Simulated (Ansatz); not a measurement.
Relaxation of H8Si3 (11 atoms, charge 0, multiplicity 1), to a largest force component of 0.02 eV/Å in at most 40 steps.

All numbers below come from RKS PBE0-D4/def2-SVP (Ansatz).

```xyz
11
Properties=species:S:1:pos:R:3:forces:R:3
Si 0.000 0.000 0.000 -0.38 -0.73 0.64
H 0.000 0.000 1.460 -0.05 -0.10 0.74
Si 2.094 0.000 -0.739 0.86 -0.11 -0.24
H 2.551 -1.376 -0.908 0.34 -0.63 -0.10
H 2.157 0.694 -2.022 0.10 0.31 -0.63
H 2.951 0.682 0.226 0.47 0.35 0.40
Si -1.046 1.812 -0.739 -0.54 0.74 -0.25
H -2.430 1.478 -1.061 -0.70 -0.04 -0.18
H -1.022 2.844 0.293 0.00 0.56 0.43
H -0.374 2.307 -1.937 0.26 0.30 -0.60
H -0.688 -1.191 -0.486 -0.36 -0.64 -0.22
```

**Question.** Where does it end, and by what steps?

**Answer.** The run converged. The force dipped under the threshold on the way, but the program's further checks kept it going. After 9 steps the energy has fallen by 0.398 eV; H8 moved furthest, 0.76 Å.

```tsv
step	energy less start (eV)	largest force component (eV/Å)	accepted
0	0.0000	0.865	yes
1	-0.3309	0.195	yes
2	-0.3484	0.074	yes
3	-0.3711	0.022	yes
4	-0.3801	0.237	yes
5	-0.3866	0.152	yes
6	-0.3937	0.010	yes
7	-0.3956	0.147	yes
8	-0.3968	0.049	yes
9	-0.3977	0.002	yes
```

```xyz
11
Properties=species:S:1:pos:R:3
Si -0.080 -0.140 -0.169
H -0.270 -0.453 1.283
Si 2.209 -0.005 -0.661
H 2.913 -1.284 -0.338
H 2.389 0.293 -2.115
H 2.829 1.101 0.133
Si -1.112 1.903 -0.681
H -2.583 1.851 -0.422
H -0.511 2.989 0.154
H -0.886 2.230 -2.123
H -0.704 -1.238 -0.974
```

Whether the end is a true minimum wasn't checked by a vibrational analysis.

The run took 30 s on 1 thread of Arm Neoverse V2, with other jobs on the host, peak memory 0.18 GiB.
